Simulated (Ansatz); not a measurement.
# B2H4N, SMILES B[N]B: a ladder of basis sets

Computed with the Python package of Ansatz (0.2.0).

The script reads `b2h4n.xyz`:
```text
7

B    -0.86220    0.04420   -0.73440
N    -0.42470   -0.79550    0.39450
B     0.92930   -0.30540    0.79360
H    -1.62560   -0.34660   -1.50650
H    -0.93640    1.25680   -0.62270
H     1.05700    0.67520    1.48030
H     1.92390   -0.59660    0.14950
```

At the Python prompt:
```pycon
>>> import ansatz as az
>>> b2h4n = az.Crystal.molecule_from_extxyz("b2h4n.xyz")
>>> base = b2h4n.calculation()
>>> base = base.correlation("MP2")
>>> base = base.spin("collinear", total=1)
>>> energies = {}
>>> for basis in ["cc-pVDZ", "cc-pVTZ"]:
...     r = base.basis(gaussian=basis).run().report
...     size = r["n_frozen"] + r["n_occupied"][0] + r["n_virtual"][0]
...     energies[basis] = (r["reference_energy_ev"] / 27.211386246, r["free_energy_ev"] / 27.211386246)
...     print(f"{basis:14s} {size:4d} orbitals  reference {energies[basis][0]:14.6f} Ha  total {energies[basis][1]:14.6f} Ha")
...
cc-pVDZ          62 orbitals  reference    -106.108132 Ha  total    -106.409497 Ha
cc-pVTZ         146 orbitals  reference    -106.137835 Ha  total    -106.510999 Ha
>>> small, large = (energies[b][1] - energies[b][0] for b in ("cc-pVDZ", "cc-pVTZ"))
>>> limit = (3 ** 3 * large - 2 ** 3 * small) / (3 ** 3 - 2 ** 3)
>>> print(f"correlation energy: {small:.6f} and {large:.6f} Ha, extrapolated {limit:.6f} Ha")
correlation energy: -0.301365 and -0.373165 Ha, extrapolated -0.403396 Ha
>>> print(f"share caught by the larger set: {100 * large / limit:.1f} %")
share caught by the larger set: 92.5 %
```

Against cc-pVDZ: cc-pVTZ -101.5 mHa. The last step alone is -101.50 mHa. From the first set to the last the time grows from 0.6 to 2.9 s.

The drop along the ladder measures the basis error, and is no property of the molecule. The geometry is a force-field or estimated start, not a minimum of this method, and the last set is no limit. Much of the fall in a total is atomic energy, which cancels in bond and reaction energies. The run takes the species as open-shell (spin multiplicity 2), which needn't be its ground state. Inner cores stay frozen, so this is valence correlation. An extrapolation from small basis sets is rough. Run time: 3.8 s on 1 thread of Arm Neoverse V2 (shared host), peak memory 0.27 GiB.
